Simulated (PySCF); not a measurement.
# ClF with other numerical set-ups

The method stays; parts of the set-up, such as the basis or the Hamiltonian, are changed.

The runs use PySCF 2.14.0; method and basis as typed in the scripts.

7 further runs of the same task are left out: 7 that didn't finish.

## (1) Starting geometry

ClF: 2 atoms, charge 0, spin multiplicity 1.

Bond lengths: Cl1–F2 1.585 Å.

## (2) The base run

input.py

```python
from pyscf import gto, scf, mp

mol = gto.M(
    atom='Cl 0 0 0; F 0 0 1.585',
    basis='jorge-dzp',
    charge=0,
    spin=0,
    symmetry=True,
    verbose=3,
)
mf = scf.RHF(mol)
mf.kernel()
mp.MP2(mf, frozen=6).kernel()
mf.dip_moment()
print('orbital energies (hartree):', mf.mo_energy[..., max(0, mol.nelec[1]-3):mol.nelec[0]+3].round(4))
```

Started as:

```console
OMP_NUM_THREADS=1 python input.py
```

The log of this run is left out.

It gives: E(SCF) = -558.869302 Eh, E(MP2) − E(SCF) = -0.32381 Eh, μ = 1.31 D (of the SCF density).

The bond length is a typed value, not an optimised one.

## (3) Crenbl (core potential on)

Run 1 changes basis set: jorge-dzp → crenbl; core potential: off → on; frozen orbitals: 6 → none. The core potential changes with it: totals don't compare.

input.py

```python
from pyscf import gto, scf, mp

mol = gto.M(
    atom='Cl 0 0 0; F 0 0 1.585',
    basis='crenbl',
    ecp={'Cl': 'crenbl', 'F': 'crenbl'},
    charge=0,
    spin=0,
    symmetry=True,
    verbose=3,
)
mf = scf.RHF(mol)
mf.kernel()
mp.MP2(mf).kernel()
mf.dip_moment()
print('orbital energies (hartree):', mf.mo_energy[..., max(0, mol.nelec[1]-3):mol.nelec[0]+3].round(4))
```

Started as:

```console
OMP_NUM_THREADS=1 python input.py
```

## (4) Density fitting def2-universal-jkfit

Run 2 changes density fitting: none → def2-universal-jkfit.

input.py, as its differences from that of step 2:

```diff
@@ -11,2 +11,3 @@
 mf = scf.RHF(mol)
+mf = mf.density_fit(auxbasis='def2-universal-jkfit')
 mf.kernel()
```

## (5) Cartesian functions on

Run 3 changes Cartesian functions: off → on.

input.py, as its differences from that of step 2:

```diff
@@ -8,2 +8,3 @@
     symmetry=True,
+    cart=True,
     verbose=3,
```

## (6) Def2-svpd

Run 4 changes basis set: jorge-dzp → def2-svpd.

input.py, as its differences from that of step 2:

```diff
@@ -4,3 +4,3 @@
     atom='Cl 0 0 0; F 0 0 1.585',
-    basis='jorge-dzp',
+    basis='def2-svpd',
     charge=0,
```

**Question.** What will these runs give? Wanted: for each run, E(SCF); from base; gap; SCF dipole; after the SCF.

The runs gave:

```csv
run,E(SCF) (hartree),from base (eV),gap (eV),SCF dipole (D),functions,after the SCF
base,-558.869302,0,15.59,1.31,39,"MP2 correlation -8.811 eV, core frozen"
crenbl (core potential on),-38.494650,not comparable,n/a,1.52,32,MP2 correlation -5.166 eV
density fitting def2-universal-jkfit,-558.869230,+0.0020,15.59,1.31,39,"MP2 correlation -8.811 eV, core frozen"
Cartesian functions on,-558.871432,-0.0580,15.57,1.28,n/a,"MP2 correlation -8.861 eV, core frozen"
def2-svpd,-558.620217,+6.7780,14.71,1.04,50,"MP2 correlation -9.367 eV, core frozen"
```

In words: Of the runs whose energies can be compared, “def2-svpd” moves the SCF energy most (+6.778 eV). def2-svpd (50 functions) gives an energy 6.78 eV higher than jorge-dzp (39); size alone doesn't order basis sets of different families.
